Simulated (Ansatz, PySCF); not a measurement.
Dissociation curve of Na₂, singlet.

- UHF/aug-cc-pVQZ (Ansatz, a first-principles code)
- RHF/aug-cc-pVQZ (Ansatz)
- UKS-BLYP = unrestricted BLYP/aug-cc-pVQZ run with Ansatz
- RKS-BLYP = restricted BLYP/aug-cc-pVQZ run with Ansatz
- UKS-PBE = unrestricted PBE/aug-cc-pVQZ run with Ansatz
- RKS-PBE = restricted PBE/aug-cc-pVQZ (Ansatz)
- UKS-B3LYP/6-31G* = unrestricted B3LYP/6-31G*, spherical d (PySCF)
- RKS-B3LYP/6-31G* = restricted B3LYP/6-31G*, spherical d run with PySCF 2.14.0
- UKS-BP86/6-31G* = unrestricted BP86/6-31G*, spherical d in PySCF
- RKS-BP86/6-31G* = restricted BP86/6-31G*, spherical d (PySCF 2.14.0)

Scanned distances (Å): 2.52, 2.65, 2.74, 2.92, 3.01, 3.10, 3.17, 3.25, 3.45, 3.55, 3.88, 4.16, 4.63, 5.10, 5.60, 6.26, 6.86, 7.50, 8.36, 9.44.

**Question.** Where does the unrestricted solution first break spin symmetry (<S²> of 0.01 or more)?

**Answer.** UHF: already at 2.52 Å; UKS-BLYP: between 4.63 and 5.10 Å; UKS-PBE: between 3.88 and 4.16 Å; UKS-B3LYP/6-31G*: between 3.88 and 4.16 Å; UKS-BP86/6-31G*: between 3.55 and 3.88 Å.

| R / Å | <S²> UHF | E(RHF) − E(UHF) / mEh | <S²> UKS-BLYP | E(RKS-BLYP) − E(UKS-BLYP) / mEh | <S²> UKS-PBE | E(RKS-PBE) − E(UKS-PBE) / mEh | <S²> UKS-B3LYP/6-31G* | E(RKS-B3LYP/6-31G*) − E(UKS-B3LYP/6-31G*) / mEh | <S²> UKS-BP86/6-31G* | E(RKS-BP86/6-31G*) − E(UKS-BP86/6-31G*) / mEh |
|---|---|---|---|---|---|---|---|---|---|---|
| 2.52 | 0.17 | 0.3 | 0.00 | 0.0 | 0.00 | 0.0 | 0.00 | 0.0 | 0.00 | 0.0 |
| 2.65 | 0.21 | 0.5 | 0.00 | 0.0 | 0.00 | 0.0 | 0.00 | 0.0 | 0.00 | 0.0 |
| 2.74 | 0.25 | 0.7 | 0.00 | 0.0 | 0.00 | 0.0 | 0.00 | 0.0 | 0.00 | 0.0 |
| 2.92 | 0.33 | 1.3 | 0.00 | 0.0 | 0.00 | 0.0 | 0.00 | 0.0 | 0.00 | 0.0 |
| 3.01 | 0.37 | 1.7 | 0.00 | 0.0 | 0.00 | 0.0 | 0.00 | 0.0 | 0.00 | 0.0 |
| 3.10 | 0.42 | 2.2 | 0.00 | 0.0 | 0.00 | 0.0 | 0.00 | 0.0 | 0.00 | 0.0 |
| 3.17 | 0.45 | 2.6 | 0.00 | 0.0 | 0.00 | 0.0 | 0.00 | 0.0 | 0.00 | 0.0 |
| 3.25 | 0.49 | 3.2 | 0.00 | 0.0 | 0.00 | 0.0 | 0.00 | 0.0 | 0.00 | 0.0 |
| 3.45 | 0.57 | 4.9 | 0.00 | 0.0 | 0.00 | 0.0 | 0.00 | 0.0 | 0.00 | 0.0 |
| 3.55 | 0.61 | 5.9 | 0.00 | 0.0 | 0.00 | 0.0 | 0.00 | 0.0 | 0.00 | 0.0 |
| 3.88 | 0.73 | 9.8 | 0.00 | 0.0 | 0.00 | 0.0 | 0.00 | 0.0 | 0.05 | 0.0 |
| 4.16 | 0.80 | 13.7 | 0.00 | 0.0 | 0.06 | 0.0 | 0.03 | 0.0 | 0.20 | 0.3 |
| 4.63 | 0.89 | 20.9 | 0.00 | 0.0 | 0.37 | 0.8 | 0.49 | 1.3 | 0.47 | 1.6 |
| 5.10 | 0.94 | 28.4 | 0.47 | 0.6 | 0.63 | 2.5 | 0.74 | 4.0 | 0.68 | 3.6 |
| 5.60 | 0.97 | 35.9 | 0.77 | 2.4 | 0.83 | 4.9 | 0.88 | 7.4 | 0.83 | 6.0 |
| 6.26 | 0.99 | 44.8 | 0.93 | 5.0 | 0.95 | 8.2 | 0.96 | 11.6 | 0.93 | 9.0 |
| 6.86 | 1.00 | 51.6 | 0.98 | 6.9 | 0.98 | 10.8 | 0.99 | 14.6 | 0.97 | 11.3 |
| 7.50 | 1.00 | 57.6 | 0.99 | 8.4 | 1.00 | 12.8 | 0.99 | 17.1 | 0.99 | 13.0 |
| 8.36 | 1.00 | 64.0 | 1.00 | 9.7 | 1.00 | 14.5 | 1.00 | 19.4 | 1.00 | 14.5 |
| 9.44 | 1.00 | 69.8 | 1.00 | 10.5 | 1.00 | 15.5 | 0.00 | — | 1.00 | 15.4 |

Dashes: no converged value, or the column stops at the first point that the program doubted or that broke a chosen test of continuity, which isn't proof of a fault.
